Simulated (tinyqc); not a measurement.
Inside a calculation. Method: extended Hueckel theory, for H3O+. The parameters take no account of the charge, which enters only through the electron count. One step of it, computed by the program tinyqc.

Task: Wolfsberg-Helmholz matrix. H_ij = K' S_ij (H_ii + H_jj)/2 for i != j (the diagonal keeps H_ii), with K' = 2.

overlap S, order 1O 2s, 1O 2px, 1O 2py, 1O 2pz, 2H 1s, 3H 1s, 4H 1s:
```
[[1.000000, 0.000000, 0.000000, 0.000000, 0.478454, 0.478602, 0.478602],
 [0.000000, 1.000000, 0.000000, 0.000000, 0.367947, -0.183837, -0.183837],
 [0.000000, 0.000000, 1.000000, 0.000000, 0.000000, 0.318795, -0.318795],
 [0.000000, 0.000000, 0.000000, 1.000000, -0.163868, -0.163939, -0.163939],
 [0.478454, 0.367947, 0.000000, -0.163868, 1.000000, 0.240733, 0.240733],
 [0.478602, -0.183837, 0.318795, -0.163939, 0.240733, 1.000000, 0.240567],
 [0.478602, -0.183837, -0.318795, -0.163939, 0.240733, 0.240567, 1.000000]]
```

diagonal H_ii (eV): [-32.300000, -14.800000, -14.800000, -14.800000, -13.600000, -13.600000, -13.600000]

K = 2.000000

Give: H.

Result:

H (eV), order 1O 2s, 1O 2px, 1O 2py, 1O 2pz, 2H 1s, 3H 1s, 4H 1s:
```
[[-32.3000, 0.0000, 0.0000, 0.0000, -21.9610, -21.9678, -21.9678],
 [0.0000, -14.8000, 0.0000, 0.0000, -10.4497, 5.2210, 5.2210],
 [0.0000, 0.0000, -14.8000, 0.0000, 0.0000, -9.0538, 9.0538],
 [0.0000, 0.0000, 0.0000, -14.8000, 4.6539, 4.6559, 4.6559],
 [-21.9610, -10.4497, 0.0000, 4.6539, -13.6000, -6.5479, -6.5479],
 [-21.9678, 5.2210, -9.0538, 4.6559, -6.5479, -13.6000, -6.5434],
 [-21.9678, 5.2210, 9.0538, 4.6559, -6.5479, -6.5434, -13.6000]]
```
